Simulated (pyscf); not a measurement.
PySCF, gas phase, ωB97X-D3(BJ)/def2-SVP geometries.

SMILES: Cl[SiH2][SiH2]Cl
```xyz
8

Cl    -1.2735     1.5574     1.7922
Si    -0.0572     0.3611     0.6077
Si    -0.8542    -1.8080     0.8416
Cl     0.3665    -3.0054    -0.3373
H      1.3468     0.4765     1.0829
H     -0.1488     0.8228    -0.8025
H     -2.2565    -1.9246     0.3616
H     -0.7674    -2.2677     2.2528
```
Charge 0, spin multiplicity 1.

Problem. What are the homolytic bond dissociation enthalpies (298 K) of Cl–SiH₂–SiH₂–Cl at ωB97M-D3(BJ)/def2-TZVP, weakest first?

Solution. Si–Si to •H₂Si–Cl + •H₂Si–Cl: 75.7 kcal/mol; H–Si to Cl–SiH•–SiH₂–Cl + H•: 88.6 kcal/mol; Cl–Si to Cl• + •H₂Si–SiH₂–Cl: 106.6 kcal/mol. Ring and multiple bonds, and those that leave no two simple radicals, are not listed. Other isomers of •H₂Si–SiH₂–Cl, Cl–SiH•–SiH₂–Cl were not searched in full and may lie lower. Left out: the spin-orbit lowering of Cl.
